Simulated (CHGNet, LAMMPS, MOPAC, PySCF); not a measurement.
**How well does each level of theory give the equilibrium lattice constant a of rock-salt LiCl?**

Reference value: 5.07 Å (measured, static lattice: zero-point anharmonic expansion removed, sources range from 5.056 to 5.072; as tabulated in Mejia-Rodriguez and Trickey (2018), arXiv:1807.09216).

Problem. What do ionic model joung2008, PM7 semi-empirical Hartree-Fock (MOPAC), CHGNet 0.3.0, CHGNet-r²SCAN, PBE, Hartree–Fock, MP2 give, and how far is each from the reference?

Solution. 
| level (code) | value (Å) | error (%) |
|---|---|---|
| ionic model joung2008 (rigid ions, set for SPC/E water, LAMMPS) | 5.203 | +2.62 |
| PM7 semi-empirical Hartree-Fock (MOPAC) (MOPAC) | 4.905 | -3.25 |
| CHGNet 0.3.0 (CHGNet) | 5.146 | +1.50 |
| CHGNet-r²SCAN (CHGNet) | 5.087 | +0.34 |
| PBE (PySCF) | 5.157 ± 0.02 | +1.72 |
| Hartree–Fock (PySCF) | 5.248 ± 0.02 | +3.51 |
| MP2 (PySCF) | 5.012 ± 0.02 | -1.14 |

Leaving aside ionic model joung2008, which can be fitted to such values or carry a doubt: Of these levels CHGNet-r²SCAN (+0.34 %) comes nearest. Hartree–Fock (+3.51 %) lies farthest from it. Of these only CHGNet-r²SCAN lands within 1 %.

A ± on a computed value is a rough bar: the spread of its extrapolation, a floor set from checks against published values, or a statistical error. PM7 semi-empirical Hartree-Fock (MOPAC): the method was fitted mainly to molecules. PM7 semi-empirical Hartree-Fock (MOPAC): the run uses a supercell at the zone centre in place of a k mesh.

Empirical potentials (ionic model joung2008) are fitted to chosen data, which need not cover the solid at hand: agreement can be built in, and what lay outside the fit can be far off. Machine-learned potentials (CHGNet 0.3.0, CHGNet-r²SCAN) are trained on DFT data, which may include these solids.

Differences are worked out from the printed values.
